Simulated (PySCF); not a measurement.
Bonds (- single, = double, # triple, : aromatic): C1-O2 1.408 Å, O2-C3 1.394 Å, C3-C4 1.502 Å, C4-C5 1.497 Å, C5-C6 1.497 Å, C6-C3 1.488 Å, C6-C4 1.491 Å. C1 carries H7, H8, H9; C3 carries H10; C4 carries H11; C5 carries H12, H13; C6 carries H14. Stereochemistry as in CO[C@@H]1[C@@H]2C[C@@H]21. H13 is cis to C3 on the ring; H12 is trans to C3 on the ring.

Computational details: geometry from GFN2-xTB, GIAO PBE0/pcSseg-1 shieldings, in PySCF 2.14 (equivalent nuclei averaged, isolated molecule, non-relativistic Hamiltonian, single conformer).

**Question.** List the cross peaks expected in HSQC, COSY and HMBC spectra.

**Answer.** 

HSQC (one-bond C–H):
| δH | δC |
| --- | --- |
| 4.04 (H10) | 80.7 (C3) |
| 3.29 (H7/H8/H9) | 58.2 (C1) |
| 2.05 (H11/H14) | 12.2 (C4/C6) |
| 1.56 (H13) | 23.1 (C5) |
| 1.37 (H12) | 23.1 (C5) |

COSY cross peaks (H two or three bonds apart, from the bond graph; peaks can be absent where the dihedral angle is near 90°):
| δH | δH |
| --- | --- |
| 4.04 (H10) | 2.05 (H11/H14) |
| 2.05 (H11/H14) | 1.56 (H13) |
| 2.05 (H11/H14) | 1.37 (H12) |
| 1.56 (H13) | 1.37 (H12) |

HMBC (two and three bonds, from the bond graph; two-bond peaks within aromatic rings are usually weak or absent):
| δH | δC |
| --- | --- |
| 4.04 (H10) | 58.2 (C1), 23.1 (C5), 12.2 (C4/C6) |
| 3.29 (H7/H8/H9) | 80.7 (C3) |
| 2.05 (H11/H14) | 80.7 (C3), 23.1 (C5), 12.2 (C4/C6) |
| 1.56 (H13) | 80.7 (C3), 12.2 (C4/C6) |
| 1.37 (H12) | 80.7 (C3), 12.2 (C4/C6) |

Referencing at the same level of theory: 1H, 13C against TMS.

Short H···H contacts in this conformer between protons four or more bonds apart (candidates for NOE cross peaks, intensity ∝ r⁻⁶): H8···H10 2.51 Å.

Shifts are as computed. Against solution values, carbons near 30 ppm lie about +3 ppm off and those near 130 ppm about +5 ppm (rms about the fit 2.1 ppm; single classes can miss by 10 ppm). Of 1328 compounds with measured shifts, 309 miss one by over three times the rms of a fit or turn the order of signals round; such compounds aren't used in these exercises. Signals without a measured value on file couldn't be tested in this way; 1H shifts scatter by 0.2 ppm about their fit, and single ones miss by 0.5 ppm.
